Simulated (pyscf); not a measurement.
Elementary routes open to `[CH3][SiH2][Cl]` + `[ClH]` in the gas phase (singlet surface):
A. `[CH3][SiH]([Cl])[Cl]` + `[H][H]` (H–Si, Cl–H broken; Cl–Si, H–H formed)
B. `[CH4]` + `[Cl][SiH2][Cl]` (C–Si, Cl–H broken; C–H, Cl–Si formed)

Optimised with ωB97X-D3(BJ)/def2-SVP in PySCF.

### Question
Rank the routes by free-energy barrier at 600 K, lowest first, for ωB97M-D3(BJ)/def2-TZVP energies (ideal gas, 1 atm, RRHO with modes under 100 cm⁻¹ raised to 100, one conformer, R ln 2 for chiral ones without a mode under 150 cm⁻¹).

### Answer
A (2.22 eV), B (2.52 eV)

Route A is the fastest of these, ahead of the next by 0.30 eV. The most stable products are those of B (ΔG = -0.84 eV), whose barrier is 0.30 eV higher: the kinetic and the thermodynamic product differ. At 1200 K A is still the fastest. Only these routes are compared; each barrier is that of the saddle found, and lower ones may exist.
